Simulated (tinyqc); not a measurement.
Orbital energy against energy difference: ionisation energy by orbital energies and by energy differences in the 6-31g* basis, for LiH, spin multiplicity 1. Computed by the program tinyqc with PySCF. The cation is unrestricted; errors are against CCSD(T) in this basis, not against experiment.

Geometry (angstrom):
```
atom,x,y,z
Li,0.0000,0.0000,0.0000
H,0.0000,0.0000,1.4090
```

CCSD(T) difference in the same basis = 7.8945 eV

IP-EOM-CCSD = 7.8943 eV

First vertical ionisation energy (eV):
```
method,-e(HOMO),E(cation) - E,error of -e(HOMO),error of the difference
HF,8.4390,7.303888,0.5445,-0.5906
LDA,4.5116,8.508863,-3.3829,0.6144
PBE,4.5045,8.352082,-3.3900,0.4576
B3LYP,5.4827,8.596818,-2.4118,0.7023
PBE0,5.6176,8.310954,-2.2769,0.4165
CAM-B3LYP,7.0537,8.580835,-0.8408,0.6863
LC-wPBE,8.3788,8.392569,0.4843,0.4981
```

What does the comparison show, and why?

Koopmans errs by +0.54 eV and Delta-HF by -0.59 eV: relaxation, 1.14 eV, lowers the value and the missing correlation difference works against it. The PBE level is off by -3.4 eV through the wrong tail of its potential, though its energy difference is off by +0.46 eV; exact exchange deepens the level, and among the orbital energies LC-wPBE comes closest; among the differences PBE0 does.
